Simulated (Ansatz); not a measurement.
**C5H12S: up Jacob's ladder to CCSD(T)**

Aim: compute C5H12S with functionals from several rungs and with coupled cluster, and see how far each lands from CCSD(T) at the basis-set limit for the atomisation energy.

Method: functionals in def2-TZVPP, the program's frozen cores in correlated methods; program: Ansatz 0.2.0, Gaussian basis.

Levels to be run: LDA (SPW92), PBE-D4, revPBE-D4, BLYP-D4, r2SCAN-D4, B97M-V, PBE0-D4, B3LYP-D4, r2SCANh-D4, r2SCAN0-D4, HSE06-D4, BHLYP-D4, CAM-B3LYP-D4, LC-ωPBE, ωB97X-V, ωB97M-V, B2PLYP, PBE-QIDH; CCSD(T)/def2-SVP; CCSD(T)/def2-TZVPP; MP2/def2-QZVPP; extrapolation to the limit; RPA on PBE.

## Step 1: The relaxed structure

All runs share one geometry, relaxed beforehand with PBE0-D4 in a triple-zeta def2 set.

18 atoms, charge 0, spin multiplicity 1.

Atoms are counted from 1 here; the program's logs count them from 0.

Bond lengths: C1–C2 1.517 Å, C1–H7 1.092 Å, C1–H8 1.092 Å, C1–H9 1.092 Å, C2–S3 1.807 Å, C2–H10 1.092 Å, C2–H11 1.092 Å, S3–C4 1.819 Å, C4–C5 1.519 Å, C4–C6 1.519 Å, C4–H12 1.096 Å, C5–H13 1.094 Å, C5–H14 1.091 Å, C5–H15 1.093 Å, C6–H16 1.093 Å, C6–H17 1.091 Å, C6–H18 1.094 Å. Angles: C2–C1–H7 110.3°, C2–C1–H8 111.1°, C2–C1–H9 111.1°, H7–C1–H8 108.1°, H7–C1–H9 108.2°, H8–C1–H9 108.0°, C1–C2–S3 108.8°, C1–C2–H10 110.2°, C1–C2–H11 110.2°, S3–C2–H10 109.7°, S3–C2–H11 109.7°, H10–C2–H11 108.2°, C2–S3–C4 103.0°, S3–C4–C5 112.8°, S3–C4–C6 112.8°, S3–C4–H12 101.2°, C5–C4–C6 112.2°, C5–C4–H12 108.5° and more.

## Step 2: LDA

This LDA is Slater exchange with PW92 correlation.

File in.yaml:

```yaml
crystal:
  periodic: [false, false, false]
  atoms:
    - {symbol: C, position_ang: [1.060728, -0.146841, 2.672635]}
    - {symbol: C, position_ang: [0.560256, 0.237242, 1.292771]}
    - {symbol: S, position_ang: [-0.107333, -1.234602, 0.485251]}
    - {symbol: C, position_ang: [-0.618629, -0.610357, -1.145338]}
    - {symbol: C, position_ang: [0.553095, -0.136250, -1.987871]}
    - {symbol: C, position_ang: [-1.722628, 0.429403, -1.058846]}
    - {symbol: H, position_ang: [1.466699, 0.728218, 3.185326]}
    - {symbol: H, position_ang: [0.253269, -0.554658, 3.284521]}
    - {symbol: H, position_ang: [1.848609, -0.900348, 2.609335]}
    - {symbol: H, position_ang: [-0.218551, 0.999087, 1.372546]}
    - {symbol: H, position_ang: [1.378372, 0.645703, 0.695134]}
    - {symbol: H, position_ang: [-1.029923, -1.518036, -1.600463]}
    - {symbol: H, position_ang: [0.216613, 0.112713, -2.998908]}
    - {symbol: H, position_ang: [1.324654, -0.903982, -2.058293]}
    - {symbol: H, position_ang: [1.005152, 0.764521, -1.565392]}
    - {symbol: H, position_ang: [-1.359468, 1.354275, -0.603960]}
    - {symbol: H, position_ang: [-2.562927, 0.064980, -0.466462]}
    - {symbol: H, position_ang: [-2.085689, 0.680431, -2.060084]}
basis:
  gaussian: {orbitals: def2-TZVPP}
hamiltonian: {xc: lda}
output: {orbitals: {seedname: orbitals}}
```

Started as:

```console
> ansatz run in.yaml --threads 2 --pin off --events-out ev --progress --plain --max-ram 32768MiB --backend cuda --devices 0, --max-vram 18GiB
```

Further steps of the session: PBE-D4 (GGA); revPBE-D4 (GGA); BLYP-D4 (GGA); r2SCAN-D4 (meta-GGA); B97M-V (meta-GGA); PBE0-D4 (hybrid); B3LYP-D4 (hybrid); r2SCANh-D4 (hybrid); r2SCAN0-D4 (hybrid); HSE06-D4 (hybrid); BHLYP-D4 (hybrid); CAM-B3LYP-D4 (range-separated); LC-ωPBE (range-separated); ωB97X-V (range-separated); ωB97M-V (range-separated); B2PLYP (double hybrid); PBE-QIDH (double hybrid); CCSD(T) in def2-SVP; CCSD(T) in def2-TZVPP; MP2 in def2-QZVPP; RPA on PBE orbitals.

**Question.** What will the summary of the whole plan be? Wanted: atomisation energy, CCSD(T)/CBS; farthest beyond LDA; mean size of error, GGA; mean size of error, meta-GGA; mean size of error, hybrid; mean size of error, range-separated; mean size of error, double hybrid; gap, smallest and largest; T1 diagnostic.

As calculated:

| quantity | value |
| --- | --- |
| atomisation energy, CCSD(T)/CBS | 6919.3 kJ/mol |
| functionals within 34.6 kJ/mol (0.5 %) | revPBE-D4, r2SCAN-D4, B97M-V, B3LYP-D4, r2SCANh-D4, CAM-B3LYP-D4, LC-ωPBE, ωB97X-V, ωB97M-V, PBE-QIDH |
| farthest beyond LDA | BHLYP-D4 (-146.1 kJ/mol) |
| mean size of error, GGA | 59.6 kJ/mol |
| mean size of error, meta-GGA | 16.1 kJ/mol |
| mean size of error, hybrid | 48.9 kJ/mol |
| mean size of error, range-separated | 20.0 kJ/mol |
| mean size of error, double hybrid | 41.1 kJ/mol |
| gap, smallest and largest | 4.85 eV (LDA (SPW92)), 11.93 eV (LC-ωPBE) |
| T1 diagnostic | 0.0093 |
| triples share of the correlation energy | 4.0 % |

In words: The LDA atomisation energy is off by 923.4 kJ/mol (13 %): it overbinds. PBE-D4 is off by +119.6 kJ/mol. Double hybrids carry the basis error of their MP2 part in triple zeta, and no dispersion term here, so their miss is partly the set-up's. The rungs meta-GGA, range-separated miss on average by less than the doubt on the reference (34.6 kJ/mol), so they tie. The reference freezes the cores and leaves out relativity and excitations past (T), so misses under about 34.6 kJ/mol can't be ranked. Hartree-Fock recovers 75 % of the binding; the rest is correlation. CCSD(T) in def2-SVP is off by -286.8 kJ/mol, more than most functionals: a good method in a small basis is no reference. The gap grows from 4.8 to 11.9 eV across the functionals, mostly with the share of exact exchange.
